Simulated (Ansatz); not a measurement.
Results of PBEsol in Ansatz (plane waves, PAW) for fcc Ir.

Run with plane-wave cutoff 520 eV, 18×18×18 k mesh, Fermi–Dirac smearing 0.1 eV, perturbation theory, force constants from a 6×6×6 q mesh, no spin polarisation, scalar-relativistic PAW data made under PBE.

Computed at the level's own relaxed cell. Harmonic vibrational thermodynamics at fixed volume:

```
T (K)  S_vib (J/K per mol of atoms)  C_V (J/K per mol of atoms)  F_vib (eV/atom)
-----  ----------------------------  --------------------------  ---------------
100                           10.91                       17.21           0.0240
200                      (withheld)                  (withheld)       (withheld)
400                      (withheld)                  (withheld)       (withheld)
500                      (withheld)                  (withheld)       (withheld)
600                      (withheld)                  (withheld)       (withheld)
700                      (withheld)                  (withheld)       (withheld)
900                      (withheld)                  (withheld)       (withheld)
```

Question: What belongs in the gaps?

Answer: 
- 200, S_vib (J/K per mol of atoms): 25.03
- 200, C_V (J/K per mol of atoms): 22.63
- 200, F_vib (eV/atom): 0.0048
- 400, S_vib (J/K per mol of atoms): 41.43
- 400, C_V (J/K per mol of atoms): 24.34
- 400, F_vib (eV/atom): -0.0658
- 500, S_vib (J/K per mol of atoms): 46.89
- 500, C_V (J/K per mol of atoms): 24.55
- 500, F_vib (eV/atom): -0.1117
- 600, S_vib (J/K per mol of atoms): 51.38
- 600, C_V (J/K per mol of atoms): 24.67
- 600, F_vib (eV/atom): -0.1627
- 700, S_vib (J/K per mol of atoms): 55.18
- 700, C_V (J/K per mol of atoms): 24.74
- 700, F_vib (eV/atom): -0.2179
- 900, S_vib (J/K per mol of atoms): 61.41
- 900, C_V (J/K per mol of atoms): 24.82
- 900, F_vib (eV/atom): -0.3391

The crystal is taken as a harmonic solid at every temperature: melting, phase changes and thermal expansion are not seen, nor the electrons' share in a metal.

Ansatz is a program for electronic structure.
